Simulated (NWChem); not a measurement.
System: dimethyl ether (C₂H₆O); SMILES COC

Input file for NWChem:

```
start job
memory heap 200 mb stack 900 mb global 1100 mb
geometry units angstroms noautosym nocenter noautoz
  C      1.161079     0.000000     0.184739
  O      0.000000     0.000000    -0.581115
  C     -1.161079     0.000000     0.184739
  H      1.233042    -0.895231     0.836189
  H      1.233042     0.895231     0.836189
  H      2.021460     0.000000    -0.499582
  H     -1.233042    -0.895231     0.836189
  H     -2.021460     0.000000    -0.499582
  H     -1.233042     0.895231     0.836189
end
basis spherical
  * library def2-svp
end
dft
  xc b3lyp
  iterations 150
  mulliken
end
task dft energy
esp
  recalculate
  probe 0.07
  range 0.3
  factor 1.0
  spacing 0.02
end
task esp
```

Output (shortened):

```
             Northwest Computational Chemistry Package (NWChem) 7.3.0
             --------------------------------------------------------

                             Geometry "geometry" -> ""
                             -------------------------

 Output coordinates in angstroms (scale by  1.889725989 to convert to a.u.)

  No.       Tag          Charge          X              Y              Z
 ---- ---------------- ---------- -------------- -------------- --------------
    1 C                    6.0000     1.16107900     0.00000000     0.18473900
    2 O                    8.0000     0.00000000     0.00000000    -0.58111500
    3 C                    6.0000    -1.16107900     0.00000000     0.18473900
    4 H                    1.0000     1.23304200    -0.89523100     0.83618900
    5 H                    1.0000     1.23304200     0.89523100     0.83618900
    6 H                    1.0000     2.02146000     0.00000000    -0.49958200
    7 H                    1.0000    -1.23304200    -0.89523100     0.83618900
    8 H                    1.0000    -2.02146000     0.00000000    -0.49958200
    9 H                    1.0000    -1.23304200     0.89523100     0.83618900

 Effective nuclear repulsion energy (a.u.)      84.3016808458

                                 NWChem DFT Module
                                 -----------------

 Summary of "ao basis" -> "ao basis" (spherical)
 ------------------------------------------------------------------------------
       Tag                 Description            Shells   Functions and Types
 ---------------- ------------------------------  ------  ---------------------
 C                          def2-svp                 6       14   3s2p1d
 O                          def2-svp                 6       14   3s2p1d
 H                          def2-svp                 3        5   2s1p

            General Information
            -------------------
          SCF calculation type: DFT
          Wavefunction type:  closed shell.
          No. of atoms     :     9
          No. of electrons :    26
           Alpha electrons :    13
            Beta electrons :    13
          Charge           :     0
          Spin multiplicity:     1
          Use of symmetry is: off; symmetry adaption is: off
          Maximum number of iterations: 150
          AO basis - number of functions:    72
                     number of shells:    36
          Convergence on energy requested:  1.00D-06
          Convergence on density requested:  1.00D-05
          Convergence on gradient requested:  5.00D-04

              XC Information
              --------------
                         B3LYP Method XC Potential
                     Hartree-Fock (Exact) Exchange  0.200
                        Slater Exchange Functional  0.800 local
                    Becke 1988 Exchange Functional  0.720 non-local
              Lee-Yang-Parr Correlation Functional  0.810
                  VWN I RPA Correlation Functional  0.190 local

             Grid Information
             ----------------
          Grid used for XC integration:  medium
          Radial quadrature: Mura-Knowles
          Angular quadrature: Lebedev.
          Tag              B.-S. Rad. Rad. Pts. Rad. Cut. Ang. Pts.
          ---              ---------- --------- --------- ---------
          C                   0.70       49          10.0       434
          O                   0.60       49           7.0       434
          H                   0.35       45          11.0       434
          Grid pruning is: on
          Number of quadrature shells:   417
          Spatial weights used:  Erf1

      Superposition of Atomic Density Guess
      -------------------------------------

 Sum of atomic energies:        -152.93644897

      Non-variational initial energy
      ------------------------------

 Total energy =    -154.634200
 1-e energy   =    -373.407400
 2-e energy   =     134.471519
 HOMO         =      -0.339314
 LUMO         =       0.108457

[...]

                     NWChem Electrostatic Potential Fit Module
                     -----------------------------------------

 Atom parameters

 Number of atoms is                                    9
 Number of basis functions is                         72

 Grid parameters

 Maximum number of grid points is                  35499
 Number of grid points is                          35498
 Grid range                                     0.300000 nm
 Grid spacing                                   0.020000 nm
 Probe radius                                   0.070000 nm
 Atom radius factor                             1.000000

 Atomic radii

    1    0.100000
    6    0.147000
    8    0.136000
 FASTESP  F
  using M.O. file = ./job.movecs

    Atom              Coordinates                           Charge

                                                  ESP

    1 C     0.116108    0.000000    0.018474    0.321030
    2 O     0.000000    0.000000   -0.058112   -0.447474
    3 C    -0.116108    0.000000    0.018474    0.318974
    4 H     0.123304   -0.089523    0.083619   -0.040075
    5 H     0.123304    0.089523    0.083619   -0.039773
    6 H     0.202146    0.000000   -0.049958   -0.017546
    7 H    -0.123304   -0.089523    0.083619   -0.038459
    8 H    -0.202146    0.000000   -0.049958   -0.017991
    9 H    -0.123304    0.089523    0.083619   -0.038686
                                            ------------
                                               -0.000000

 Dipole moment                                  0.500296

 Quadrupole moment Qxx                          4.713096
                   Qyy                         -1.765233
                   Qzz                         -2.947864

 RMS deviation kJ/mol                           0.067074

 RRMS %                                        41.478866
```

Level: B3LYP/def2-SVP. Coordinates come from a PBE0/def2-SVP optimisation.
